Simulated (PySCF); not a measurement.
# A search over the determinants of Al2

Unrestricted PBE0; PySCF, no relativity, basis sets Al cc-pV(D+d)Z. Outer shells of the fragments: Al 3s2 3p1; Al 3s2 3p1.

Followed along the bond (rough minima from three points):

```
2Ms+1  unpaired  ⟨S²⟩ at the start  R at minimum (Å)  Te (eV)
    3  σ ↑, π ↑               2.01              2.74     0.00
    3      π ↑↑               2.01              2.49     0.05
    1  σ ↓, π ↑               1.03              2.73     0.11
    1      π ↑↓               1.01              2.50     0.22
    1      none               0.00              2.54     0.81
```

Solutions found at the starting distance of 2.390 Å, counted from the lowest of them; the search is not exhaustive and high or unbound solutions are not listed, so other states can lie among these:

```csv
2Ms+1,unpaired,term,E (eV),⟨S²⟩,⟨Lz²⟩
3,π ↑↑,³Σ⁻,0.00,2.01,0.00
1,π ↑↓,mixed,0.18,1.01,2.02
3,"σ ↑, π ↑",³Π,0.25,2.01,1.01
1,"σ ↓, π ↑",mixed,0.35,1.03,1.01
1,none,mixed,0.80,0.00,2.00
3,"σ ↑↑, π ↑↓",mixed,2.10,3.01,2.02
3,π ↑↑,mixed,2.30,2.01,2.02
1,"σ ↓↓, π ↑↑",mixed,2.39,2.01,0.00
3,"σ ↑, π ↑",³Π,2.89,2.03,1.01
1,"σ ↓, π ↑",mixed,3.21,1.04,1.01
```

A term symbol is given only where ⟨S²⟩ and ⟨Lz²⟩ are close to those of a pure state; the other rows mix spins, or terms through real π, δ and φ orbitals, and g/u labels are left off.

Q: Compare the gap between the two lowest followed solutions at the starting distance with the gap between their minima.

A: At PBE0 the second solution (triplet, unpaired electrons π ↑↑) lies -0.25 eV from the first (triplet, unpaired electrons σ ↑, π ↑) at 2.390 Å and +0.05 eV at the minima; the two curves relax by different amounts, since their minima lie near 2.49 and 2.74 Å.

Counting both spins, an empty level lies below a filled one in some of these solutions, because spin and occupation are held.
